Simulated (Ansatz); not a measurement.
**A ladder of methods for PH3F+ (SMILES F[PH3+])**

PH3F+: 5 atoms, total charge +1, spin state singlet. As SMILES, `F[PH3+]`. Geometry: relaxed at GFN2-xTB.

```xyz
5

F    -1.3655    0.2504    0.3411
P     0.1226   -0.0224   -0.0307
H     0.0382   -0.4286   -1.3494
H     0.4861   -1.0083    0.8681
H     0.7186    1.2089    0.1708
```

Each level gives the energy change with the P2–H5 bond stretched from 1.383 to 2.765 Å (eV). The values are calculated.

```json
{"level": "HF/STO-3G (restricted)", "kind": "Hartree–Fock", "program": "Ansatz", "value (eV)": "6.77", "less FCI/STO-3G": "+2.88"}
{"level": "revPBE/STO-3G (restricted)", "kind": "GGA", "program": "Ansatz", "value (eV)": "4.16", "less FCI/STO-3G": "+0.27"}
{"level": "B3LYP/STO-3G (restricted)", "kind": "global hybrid", "program": "Ansatz", "value (eV)": "4.76", "less FCI/STO-3G": "+0.87"}
{"level": "r2SCAN0/STO-3G (restricted)", "kind": "hybrid meta-GGA", "program": "Ansatz", "value (eV)": "5.27", "less FCI/STO-3G": "+1.38"}
{"level": "CCSD/STO-3G (restricted)", "kind": "coupled cluster or CI", "program": "Ansatz", "value (eV)": "4.21", "less FCI/STO-3G": "+0.32"}
{"level": "CCSDT(Q)/STO-3G (restricted)", "kind": "coupled cluster or CI", "program": "Ansatz", "value (eV)": "3.86", "less FCI/STO-3G": "-0.03"}
{"level": "CCSDTQ/STO-3G (restricted)", "kind": "coupled cluster or CI", "program": "Ansatz", "value (eV)": "3.89", "less FCI/STO-3G": "0.00"}
{"level": "FCI/STO-3G", "kind": "exact in the basis", "program": "Ansatz", "value (eV)": "3.89", "less FCI/STO-3G": "0.00"}
```

FCI/STO-3G is exact within its basis and frozen core, so for wave-function methods in that basis the difference is their error; functionals converge differently with the basis, so for them it is only a difference. A spin-restricted reference rises too steeply as a bond breaks; here HF/STO-3G, B3LYP/STO-3G, r2SCAN0/STO-3G lie well above the multireference or unrestricted value. The first shape isn't each level's own minimum. The values span 3.86 to 6.77 eV. All rows use very small basis sets, so none should be taken for the real molecule's value.
